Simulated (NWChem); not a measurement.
## Total energies of P (+1)

```
P
```
Charge +1, spin multiplicity 3.

The numbers come from NWChem runs, not from measurements.

Basis set: cc-pVDZ (18 functions).

```json
[
 {"method": "UHF", "total energy (Ha)": "-340.34392"},
 {"method": "UMP2", "total energy (Ha)": "-340.39337"},
 {"method": "UB2PLYP", "total energy (Ha)": "-340.75752"},
 {"method": "UPBE", "total energy (Ha)": "-340.71382"},
 {"method": "UB3LYP", "total energy (Ha)": "-340.89527"},
 {"method": "Ur2SCAN", "total energy (Ha)": "-340.84355"}
]
```

Total energies of different functionals aren't comparable as a measure of quality: only differences taken within one method are. 

The correlated methods keep 5 core orbitals frozen. B3LYP has NWChem's definition, with VWN1-RPA local correlation. No SCF solution was tested for a lower state. Open-shell Hartree-Fock references start from PBE0 orbitals.
